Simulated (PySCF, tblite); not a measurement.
hydrogen cyanide and chloride

A gas-phase complex of hydrogen cyanide and chloride; charge -1, singlet. The structure comes from a short search (6 tight-binding starts) and was relaxed by PBE0-D3(BJ)/def2-TZVPD; another way of binding may lie lower. Frequencies by PBE0-D3(BJ)/def2-TZVPD show no clear imaginary mode.

```json
{"part": "1", "name": "hydrogen cyanide", "SMILES": "C#N", "atoms": "1–3", "charge": "0", "multiplicity": "1"}
{"part": "2", "name": "chloride", "SMILES": "[Cl-]", "atoms": "4", "charge": "-1", "multiplicity": "1"}
```

Coordinates in Å:
```
C1      0.100   -0.224    0.010
N2      1.045    0.426    0.104
H3     -0.825   -0.862   -0.083
Cl4    -2.475   -2.006   -0.250
```

Contacts between parts, classed by geometry: H3···Cl4 2.015 Å (C–H hydrogen bond, 180°).

Interaction energies are complex less parts, with the parts frozen as they stand in it; counterpoise-corrected, in kcal/mol (PySCF). The CCSD(T) estimate is Hartree-Fock/aug-cc-pVQZ, plus the MP2 correlation part extrapolated as X⁻³ from aug-cc-pVTZ and aug-cc-pVQZ, plus CCSD(T) less MP2 in aug-cc-pVDZ; noble-gas cores are frozen. It isn't the exact limit.

Task: How strongly do the parts interact, level by level?

Result: 
```
                         level  interaction  superposition error removed
      Hartree-Fock/aug-cc-pVQZ       -21.05                            -
       wB97M-D3(BJ)/def2-TZVPD       -23.22                        -0.11
        PBE0-D3(BJ)/def2-TZVPD       -24.68                        -0.13
               MP2/aug-cc-pVQZ       -23.27                        -0.56
CCSD(T), estimated basis limit       -22.93                            -
```

Task: What holds them together? Decompose the wB97M-D3(BJ)/def2-TZVPD energy: frozen parts, their antisymmetrised product, then relaxation.

Result: electrostatic -29.6, Pauli repulsion +24.3, orbital relaxation -17.2, dispersion correction -0.8 kcal/mol, which sum to the value before the counterpoise correction; the Pauli term holds the exchange-correlation of the frozen density too. Of the attraction, 62 % is electrostatic, 36 % is orbital relaxation, 2 % is dispersion correction.

The parts were also relaxed and run alone, at the levels used for the complex: shieldings by PBE0/aug-pcSseg-2; core levels by delta-SCF with SCAN, aug-pcX-2 on the ionised atom and aug-pcseg-1 elsewhere, spin-free X2C (2p3/2 is the spin-free 2p value less a third of a first-order spin-orbit splitting).

Values alone: C1–H3 bond (Å): 1.069; shielding of H3 (ppm): 28.95; shielding of Cl4 (ppm): 1149.3; shielding of C1 (ppm): 71.3; C1 1s core level (eV): 293.40; N2 1s core level (eV): 406.64; Cl4 2p3/2 core level (eV): 196.90.

Task: How do these values change when the complex forms?

Result: 
```json
{"property": "C1–H3 bond (Å)", "alone": "1.069", "in the complex": "1.128", "change": "+0.059"}
{"property": "shielding of H3 (ppm)", "alone": "28.95", "in the complex": "18.52", "change": "-10.44"}
{"property": "shielding of Cl4 (ppm)", "alone": "1149.3", "in the complex": "980.0", "change": "-169.2"}
{"property": "shielding of C1 (ppm)", "alone": "71.3", "in the complex": "56.3", "change": "-15.0"}
{"property": "C1 1s core level (eV)", "alone": "293.40", "in the complex": "287.79", "change": "-5.60"}
{"property": "N2 1s core level (eV)", "alone": "406.64", "in the complex": "401.17", "change": "-5.47"}
{"property": "Cl4 2p3/2 core level (eV)", "alone": "196.90", "in the complex": "198.16", "change": "+1.26"}
```

The core-hole states of C1, N2 are spin-contaminated (⟨S²⟩ 0.85, 0.83 against 0.75 for a pure doublet), so those values and differences from them are less sure.

Density functionals tend to overstate the lengthening and the red shift of so strongly bound an X–H bond.

Task: What are the binding energy from relaxed parts (wB97M-D3(BJ)/def2-TZVPD), and ΔH and ΔG of association at 298.15 K and 1 atm?

Result: -21.65 kcal/mol, -21.46 with zero-point energy; ΔH -21.9 and ΔG -15.4 kcal/mol, from harmonic vibrations by PBE0-D3(BJ)/def2-TZVPD with low modes damped.
